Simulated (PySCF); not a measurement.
# Core binding energy against partial charge

Compound: C₅H₅N.
Cartesian coordinates in Å at the GFN2-xTB level; atoms count from 1:
```
atom  x, y, z in Å
C1    -2.0473   -0.3576    0.1765
C2    -0.8176    0.1485    0.1220
C3     0.3462   -0.6515   -0.1635
C4     1.5970   -0.1640   -0.2227
C5     1.9060    1.1902   -0.0116
N6     2.1780    2.2928    0.1575
H7    -2.9056    0.2545    0.3913
H8    -2.2336   -1.4060    0.0073
H9    -0.6452    1.2029    0.2947
H10    0.1825   -1.7072   -0.3373
H11    2.4449   -0.7999   -0.4401
```

Binding energies: delta-SCF UKS SCAN, pcX-2 on the ionised atom, pcseg-1 elsewhere, spin-free X2C in PySCF 2.14.0. Charges: PBE0/pcSseg-1 ground-state density, for the ionised atom.

```tsv
atom	environment	C 1s (eV)	Mulliken (e)	IAO (e)	Hirshfeld (e)	ESP (e)
C1	terminal =CH2 carbon	290.53	-0.112	-0.278	-0.069	-0.418
C2	alkene CH carbon	291.21	-0.183	-0.143	-0.040	-0.082
C3	alkene CH carbon	291.40	-0.092	-0.091	-0.010	+0.017
C4	alkene CH carbon	291.44	-0.102	-0.210	-0.035	-0.482
C5	nitrile carbon	291.94	+0.080	+0.135	+0.076	+0.529
```

Q: How well does each charge scheme correlate with the binding energies over these sites?

A: Hirshfeld: r = 0.88, slope 8.1 eV per e; IAO: r = 0.86, slope 2.8 eV per e; ESP: r = 0.73, slope 0.9 eV per e; Mulliken: r = 0.66, slope 3.5 eV per e. On 5 points no scheme stands out.

Q: The point-charge model writes a binding energy as kq + V + constant, with V the potential of the other atoms' charges at the site. What does it give with the ESP charges?

A: V = Σ 14.40 eV Å × q/r over all other atoms: +5.55 eV at C1, +0.30 eV at C2, -0.86 eV at C3, +6.97 eV at C4, -8.63 eV at C5. Fitting binding energy − V to q gives k = 16.2 eV per e and leaves an rms residual of 0.19 eV, against 0.31 eV for the fit on q alone. The model has no term for differences in relaxation between sites.

The unrestricted hole states depart most from a pure doublet (⟨S²⟩ = 0.75; over 0.85 named) for C 1s of C2 (0.92) and C 1s of C3 (0.93), which makes these values less certain. Isolated species at its GFN2-xTB geometry (one conformer only).
